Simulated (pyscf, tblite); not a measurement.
HO–P(OH)–OH -> water (H₂O) + O=P–OH: energy along the mass-weighted descent from the GFN2-xTB saddle (tblite), relative to the relaxed reactant side.

| s (amu^1/2 bohr) | E (kcal/mol) |
|---|---|
| -9.49 | 0.6 |
| -9.35 | 0.8 |
| -9.17 | 0.9 |
| -8.97 | 1.2 |
| -8.64 | 2.0 |
| -7.20 | 2.5 |
| -5.76 | 3.3 |
| -4.32 | 4.8 |
| -2.88 | 8.2 |
| -1.44 | 18.2 |
| 0.000 | 41.8 |
| 1.44 | 37.0 |
| 2.88 | 34.1 |
| 3.73 | 32.2 |
| 4.15 | 31.0 |
| 4.49 | 30.2 |
| 4.82 | 29.7 |
| 5.11 | 29.3 |
| 5.33 | 29.0 |
| 5.53 | 28.8 |
| 5.67 | 28.6 |

Problem. The GFN2-xTB barrier from the reactant side is 41.8 kcal/mol. What does ωB97X-D3(BJ) (PySCF) give from its own reactant-side minimum, in def2-SVP and in def2-TZVP?

Solution. 35.6 kcal/mol in the double-zeta basis after reoptimising the saddle, and 37.2 kcal/mol in the triple-zeta single point, so the tight-binding barrier lies 4.6 kcal/mol over the latter. The imaginary mode goes from 1332i to 1381i cm⁻¹.
